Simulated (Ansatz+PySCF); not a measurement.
Values are calculated unless marked as measured or tabulated.
A run of Ansatz (development build ahead of 0.2.0) on doublet O₂F at this shape:

```yaml
atoms:
  - { symbol: F, position_ang: [-0.0092, 0.1858, -1.2656] }
  - { symbol: O, position_ang: [0.0034, -0.5004, 0.1911] }
  - { symbol: O, position_ang: [-0.0039, 0.3075, 1.0649] }
```

Its results:

```yaml
Converged: yes
Reference_energy: -248.97622 hartree
Correlation_energy: -0.74216 hartree
Total_energy: -249.71839 hartree
Spin_squared_of_the_determinant: 0.750
Stability_test: minimum among restricted orbitals
Occupied_orbitals_by_symmetry_in_an_Abelian_subgroup_alpha;_beta: 10 A' 3 A''; 10 A' 2 A''
```

Forces (eV/Å):
```csv
atom,Fx,Fy,Fz
F1,-0.002,0.096,-0.248
O2,-0.020,2.390,2.898
O3,0.022,-2.486,-2.650
```

Problem. Which input gives this output? Name the method, the orbitals and the basis set, and write the input.

Solution. ROHF-MP2 in cc-pVTZ.

```yaml
crystal:
  periodic: [false, false, false]
  atoms:
    - { symbol: F, position_ang: [-0.00923, 0.18585, -1.26563] }
    - { symbol: O, position_ang: [0.00336, -0.50038, 0.19113] }
    - { symbol: O, position_ang: [-0.00386, 0.30753, 1.0649] }
basis:
  gaussian: { orbitals: cc-pVTZ }
magnetization:
  initial_magnetization: 1
hamiltonian:
  xc: hf
correlation:
  method: mp2
  frozen_orbitals: { F: 1, O: 1 }
output:
  forces: true
```

Caution: large amplitudes, a single reference is doubtful; an unrestricted determinant lies well below; MP2 forces lie far from those of the mean fields.
